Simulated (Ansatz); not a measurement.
# Pressure series in Au

Take Au in the fcc (Cu type) structure (space group Fm-3m, No. 225; a = 4.124 Å) as the base.

Cell and atoms are relaxed at each pressure.

Calculations: Ansatz (a quantum-chemistry and plane-wave program) r2SCAN, scalar-relativistic without spin-orbit coupling.

```csv
pressure (GPa),volume per atom (Å³/atom)
-1,17.653
0,17.536
0.9,17.434
2.1,17.304
4.5,17.062
9,16.663
15,?
22.5,15.747
30,15.353
```

Question: Fit the third-order Birch–Murnaghan form P(V) = (3B₀/2)[(V₀/V)^(7/3) − (V₀/V)^(5/3)]·[1 + (3/4)(B₀′ − 4)((V₀/V)^(2/3) − 1)] (squares taken in P) to the rows shown and predict the withheld row.

Answer: Least squares on the printed values gives V₀ = 17.536 Å³/atom, B₀ = 151 GPa, B₀′ = 6.1; this predicts 16.215 Å³/atom, and the run gives 16.214 Å³/atom, in agreement.

Measured bulk modulus of Au: 182 GPa (static lattice; corrected from measurement; as listed in Daniel Mejia-Rodriguez, S. B. Trickey, Phys. Rev. B (2018)); the computed value is 17 % below it.

Load acts through the strain it causes; cell and atoms are relaxed under it. Whether these cells are dynamically stable was not tested. No other phases were tried under pressure.
